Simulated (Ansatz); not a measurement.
A nudged elastic band was laid between two geometries of C$_{3}$H$_{5}$ (8 atoms, charge 0, multiplicity 2).

Method: Ansatz, UKS PBE0-D4/cc-pVDZ.

```json
{
 "movable images": "5",
 "climbing image": "yes",
 "spring": "5.0 eV/Å²",
 "optimiser": "quadratic models (default)",
 "start path": "through a guess of the saddle point",
 "force threshold": "0.03 eV/Å",
 "iteration limit": "60",
 "end points": "relaxed"
}
```

Initial state:

```xyz
8
Properties=species:S:1:pos:R:3
C -0.460 0.964 -0.626
C 0.345 0.234 0.233
C 0.223 -1.126 0.464
H -1.263 0.481 -1.188
H -0.315 2.036 -0.769
H 1.136 0.772 0.768
H -0.550 -1.713 -0.039
H 0.886 -1.648 1.156
```

Final state:

```xyz
8
Properties=species:S:1:pos:R:3
C -0.459 0.965 -0.627
C 0.344 0.233 0.232
C 0.221 -1.126 0.466
H -0.313 2.037 -0.768
H -1.265 0.483 -1.187
H 1.136 0.770 0.767
H -0.550 -1.715 -0.039
H 0.886 -1.647 1.156
```

Problem. Which bonds break or form, and what moves?

Solution. No bond is made or broken. The dihedral H4–C1–C2–C3 goes from 0 to 180°. The two ends are copies of one structure, up to a mirror image or an exchange of like atoms.

Problem. Give the energies along the band, and the barrier.

Solution. The forces met the threshold. The highest image is number 3 of 0 to 6, 0.73 eV above the ends, which have the same energy within 2 meV. A vibrational analysis at the climbing image gives one clearly imaginary mode, 403i cm⁻¹: a first-order saddle point.

```
image  path coordinate (Å)  energy (eV)  dihedral H4–C1–C2–C3 (°)
    0                 0.00         0.00                         0
    1                 0.60         0.22                        28
    2                 1.20         0.60                        62
    3                 1.81         0.73                        96
    4                 2.41         0.60                       122
    5                 3.01         0.22                       150
    6                 3.61         0.00                       180
```

Problem. What is the geometry of the highest image?

Solution. 
```xyz
8
Properties=species:S:1:pos:R:3
C -0.522 0.949 -0.660
C 0.239 0.190 0.336
C 0.332 -1.141 0.392
H -1.540 1.289 -0.447
H -0.033 1.348 -1.554
H 0.777 0.777 1.099
H -0.177 -1.779 -0.335
H 0.922 -1.633 1.169
```

Problem. What are the harmonic wavenumbers there?

Solution. 403i, 366, 511, 550, 943, 967, 989, 1023, 1099, 1298, 1402, 1436, 1716, 3091, 3150, 3163, 3256, 3264 cm⁻¹.

Time of the run: 64 s on 1 thread of AMD EPYC 9R45 96-Core Processor (Zen 5) (shared host), peak memory 0.16 GiB.
